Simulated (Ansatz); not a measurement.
The same path of C₂H₇Si (10 atoms, charge -1, multiplicity 1) was run twice with different band settings. Lost on the way: Si3–H10. Made: C2–H10.

These are results of RKS PBE/def2-SVP in Ansatz 0.2.0, not measurements.

Relaxed end points:

```xyz
10
Properties=species:S:1:pos:R:3
C -1.085 0.739 -0.719
C 0.324 0.216 -0.593
Si 0.922 -0.679 0.838
H -1.884 0.042 -1.130
H -1.165 1.648 -1.378
H -1.491 1.064 0.271
H 0.812 -0.052 -1.555
H 0.533 -2.148 1.291
H 0.586 0.028 2.168
H 2.448 -0.857 0.807
```

```xyz
10
Properties=species:S:1:pos:R:3
C -0.734 0.650 -0.529
C 0.674 0.061 -0.397
Si 1.024 -1.195 1.118
H -1.488 -0.162 -0.639
H -0.872 1.353 -1.394
H -1.015 1.202 0.395
H 0.946 -0.472 -1.339
H -0.287 -2.040 0.896
H 0.333 -0.287 2.205
H 1.419 0.890 -0.316
```

Common settings: spring 5.0 eV/Å²; optimiser quadratic models (default); start path through a guess of the saddle point; force threshold 0.05 eV/Å; iteration limit 60; end points relaxed.

| run | movable images | climbing image |
| --- | --- | --- |
| 1 | 7 | yes |
| 2 | 8 | no |

Q: What does each run give, and how far can it be trusted?

A: Run 1: converged after 8 iterations, highest image 1.548 eV above the first end. A vibrational analysis at the climbing image gives one clearly imaginary mode, 1015i cm⁻¹: a first-order saddle point.
Run 2: converged after 8 iterations, highest image 1.527 eV above the first end. No image climbed, so the highest image needn't sit at the top of the path.
The orbitals stay closed-shell, which can raise the energy where a bond breaks towards radicals; this wasn't checked here. Limits of this set-up: an anion without diffuse functions, the dipole of an ion depends on the origin.
